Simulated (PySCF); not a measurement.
**Gas-phase XPS of `C=P`, computed**

Species: CH₃P.
Cartesian coordinates in Å at the PBE0-D3(BJ)/def2-SVP level; atoms count from 1:
```xyz
5
CH3P angstrom
C     -0.384    0.057   -0.233
P      1.039   -0.758    0.061
H     -0.465    1.046   -0.695
H     -1.334   -0.413    0.046
H      1.938    0.233   -0.460
```

Computed, not measured: PySCF, delta-SCF UKS SCAN, pcX-2 on the ionised atom, pcseg-1 elsewhere, spin-free X2C. Binding energies are ΔSCF values: E(core-ionised, relaxed orbitals) − E(ground state) at a fixed geometry, referred to the vacuum level.

Q: Give the core binding energies atom by atom.

A: 
```json
{"atom(s)": "C1", "environment": "carbon bonded to P and 2 H", "level": "C 1s", "binding energy (eV)": "290.77", "2p1/2 (eV)": "–", "count": "1"}
{"atom(s)": "P2", "environment": "phosphorus bonded to C and H", "level": "P 2p3/2", "binding energy (eV)": "136.74", "2p1/2 (eV)": "137.64", "count": "1"}
{"atom(s)": "P2", "environment": "phosphorus bonded to C and H", "level": "P 1s", "binding energy (eV)": "2150.27", "2p1/2 (eV)": "–", "count": "1"}
```

Q: Express the binding energy of C 1s of C1 in atomic units and per mole.

A: 290.77 eV = 10.6856 Eh = 28055 kJ/mol.

The 2p values aren't plain energy differences: one relaxed spin-free 2p hole is combined with a matrix within the shell (ground-state 2p orbital-energy differences and spin–orbit coupling). 2p3/2, the mean of its two sublevels, lies a third of the splitting below the shell's mean and 2p1/2 two thirds above it; the statistical areas are 2:1. 2p1/2 minus 2p3/2 (ligand field included): P 0.89 eV. Geometry: PBE0-D3(BJ)/def2-SVP; no solvent, vibrations or thermal averaging.

Hardware: one thread of an Intel Xeon 6975P-C, no GPU, shared host with 192 logical CPUs at a one-minute load of 67. Cost: 3.0 s, 0.30 GiB resident at most.
